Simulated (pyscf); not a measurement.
PySCF, gas phase, ωB97X-D3(BJ)/def2-SVP geometries.

### Question
What is the homolytic dissociation enthalpy (298 K, ωB97M-D3(BJ)/def2-TZVP) of the C–Si bond of H₃C–CH(CH₃)–Si(Cl)(Cl)–Cl, to H₃C–CH•–CH₃ + Cl–Si•(Cl)–Cl?

### Answer
C–Si to H₃C–CH•–CH₃ + Cl–Si•(Cl)–Cl: 369.7 kJ/mol. The 7 functionals that were run give +319.2 (PBE) to +374.4 kJ/mol (ωB97X-D3(BJ)/def2-TZVP). Other isomers of H₃C–CH•–CH₃ were not searched in full and may lie lower.
